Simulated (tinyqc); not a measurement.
Inside a calculation. Method: geometry optimisation on the RHF/sto-3g surface (energies and gradients from PySCF), for CH3+, spin multiplicity 1. One step of it, computed by the program tinyqc.

Question. Step 1: move. Quasi-Newton step p = -H^(-1) g (first H = 0.3 times the unit matrix); steps longer than 0.3 bohr are cut back (factor 0.635 here).

positions at the start (bohr), order 1C, 2H, 3H, 4H:
```
[[0.022677, 0.028346, 0.164406],
 [2.014448, 0.009449, 0.090707],
 [-1.039349, 1.647841, 0.064251],
 [-0.973209, -1.787681, 0.001890]]
```

gradient (hartree/bohr), order 1C, 2H, 3H, 4H:
```
[[0.00567791, 0.07372040, 0.01485204],
 [-0.06394466, -0.00461317, -0.00557956],
 [0.04946168, -0.08597717, -0.00312473],
 [0.00880508, 0.01686994, -0.00614775]]
```

Give: positions after step 1.

Answer.

positions after step 1 (bohr), order 1C, 2H, 3H, 4H:
```
[[0.0107, -0.1277, 0.1330],
 [2.1498, 0.0192, 0.1025],
 [-1.1441, 1.8299, 0.0709],
 [-0.9919, -1.8234, 0.0149]]
```
